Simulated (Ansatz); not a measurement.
```xyz
11

N     0.892   -1.174    0.084
C     0.675    0.208    0.047
F     0.580    0.773    1.354
C    -0.627    0.550   -0.642
O    -1.719   -0.073   -0.007
H     1.710   -1.434    0.615
H     0.075   -1.671    0.414
H     1.521    0.720   -0.418
H    -0.599    0.180   -1.669
H    -0.741    1.640   -0.665
H    -1.767    0.281    0.887
```

Total charge 0; spin multiplicity 1.

Problem. List the PBE0/def2-TZVPP orbital energies in eV (Ansatz). (Estimate.)

Solution. The calculation gave: Occupied: -673.28, -522.90, -391.27, -280.88, -279.58, -32.98, -29.00, -25.40, -20.60, -17.51, -15.14, -14.85, -14.28, -13.15, -12.50, -11.93, -10.88, -10.31, -9.55, -8.35, -7.80. Lowest empty: 1.02, 1.80, 2.00, 2.87, 2.89, 3.45, 4.01, 4.43.
